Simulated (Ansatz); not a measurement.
Input for Ansatz (a first-principles code): R-PBE0/def2-TZVPPD on C2H4 (SMILES C=C). Files ending in .json are basis or fitting sets from the Basis Set Exchange.

Ansatz 0.2 input:
```yaml
crystal:
  periodic: [false, false, false]
  atoms:
    - {symbol: H, position_ang: [-0.92396100, 1.23195600, -1.68478123]}
    - {symbol: H, position_ang: [0.92396100, 1.23195600, -1.68478123]}
    - {symbol: H, position_ang: [0.92396100, -1.23195600, -1.68478123]}
    - {symbol: H, position_ang: [-0.92396100, -1.23195600, -1.68478123]}
    - {symbol: C, position_ang: [0.00000000, 0.66717600, -1.68478123]}
    - {symbol: C, position_ang: [0.00000000, -0.66717600, -1.68478123]}
basis:
  gaussian:
    orbitals: def2-TZVPPD.json
hamiltonian:
  xc: {name: PBE0}
scf: {lower_state_search: off}
```

The log:

```
WARN ansatz: RAYON_NUM_THREADS=1 ignored (pool sized by the plan → 1); use --threads N
Functional definition: PBE0
these checks for a lower state are left out or cut short: stability, starts, cluster_reference, orbital_swaps, neighbouring_geometries, increment
integrals: 0.03 GiB planned
584 factors; their error is unknown
mean field: 0.39 GiB planned
mean field evaluation 1: about -2131.7097 eV, gradient 4.5e1 eV
mean field evaluation 2: about -2130.9025 eV, gradient 4.7e1 eV
mean field evaluation 4: about -2136.4690 eV, gradient 2.7e-1 eV
mean field evaluation 8: about -2136.4626 eV, gradient 2.6e-3 eV
mean field -2136.46258212 eV, -78.5135517466 hartree, gradient 8.2e-7 eV, S^2 0.000000; 0 other end points of the search recorded, 0 dependent functions left out
reference -2136.46260396 eV, -78.5135525492 hartree; 8, 8 occupied and 134, 134 virtual orbitals, 584 factors
Total energy: -2136.46260396 eV, -78.5135525492 hartree
Checks for a lower state left out: stability, starts, cluster_reference, orbital_swaps, neighbouring_geometries, increment
```

The run converged.

Cost: very roughly 1.1 core-seconds.
